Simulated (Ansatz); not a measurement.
**Exact exchange and the vertical energy of the quartet above the doublet of Si2H5O**

The species is Si2H5O (8 atoms), meant as a doublet with charge 0. As SMILES, `[SiH2]O[SiH3]`. The shape is that of a PBE0-D4/def2-TZVP optimisation. This is one conformer, not always the lowest.

The vertical energy of the quartet above the doublet y, in eV, basis 6-311+G(d,p); a is the functional's share of exact exchange. Programs: Ansatz 0.2.0.

| functional | program | a | y (eV) |
| --- | --- | --- | --- |
| UBLYP | Ansatz | 0 | 6.22 |
| UPBE | Ansatz | 0 | 6.08 |
| UB3LYP | Ansatz | 0.2 | ? |
| UPBE0 | Ansatz | 0.25 | 6.70 |
| UBHLYP | Ansatz | 0.5 | 7.33 |

Fit y = c + s·a to the known rows and predict UB3LYP.


1. Means of the 4 rows: a = 0.1875, y = 6.582.
2. Σ(Δa)² = 0.17188, Σ(Δa·Δy) = 0.40313, so the slope is 0.40313/0.17188 = 2.3454.
3. Intercept: 6.582 − (2.3454) × 0.1875 = 6.142. The largest residual of the fit is 0.078.
4. UB3LYP: 6.142 + (2.3454) × 0.2 = 6.61 eV.

The run gave 6.72 eV, so the prediction is off by -0.11 eV, about the largest residual. The rows mix families of semi-local functionals, which the line can't see.
